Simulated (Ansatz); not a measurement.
Fluorite CeO2, treated with revPBE (Ansatz, a first-principles code, PAW).

Settings: plane-wave cutoff 520 eV, 12×12×12 k mesh, Fermi–Dirac smearing 0.01 eV, no spin polarisation, scalar-relativistic PAW data made under PBE.

The volume scan:

```json
[
 {"V (Å³/atom)": "12.992", "E − E_lowest (meV/atom)": "28.49"},
 {"V (Å³/atom)": "13.268", "E − E_lowest (meV/atom)": "12.18"},
 {"V (Å³/atom)": "13.545", "E − E_lowest (meV/atom)": "2.93"},
 {"V (Å³/atom)": "13.821", "E − E_lowest (meV/atom)": "0.00"},
 {"V (Å³/atom)": "14.098", "E − E_lowest (meV/atom)": "2.73"},
 {"V (Å³/atom)": "14.374", "E − E_lowest (meV/atom)": "10.54"},
 {"V (Å³/atom)": "14.650", "E − E_lowest (meV/atom)": "22.88"}
]
```

Task: Estimate the bulk modulus and its pressure derivative from these points.

Result: V0 = 13.821 Å³/atom, B0 = 164 GPa, B′ = 4.5 (fit to the energies at full precision).

Measured, for comparison: bulk modulus 220 ± 9 GPa (room temperature, not corrected to a static lattice, our sources range from 220 to 230; as tabulated in High Pressure Brillouin Spectroscopy and X-ray Diffraction of Cerium Dioxide …); equilibrium volume per atom 13.06 Å³/atom (0 K, extrapolated to 0 K; as tabulated in Stimac et al. (2024), arXiv:2411.06536). Computed (rounded) less measured: bulk modulus -25 % (-25 % to -29 % over the range), equilibrium volume per atom +5.8 %.

Spin–orbit coupling is not included.

Static lattice: no zero-point or thermal effects.
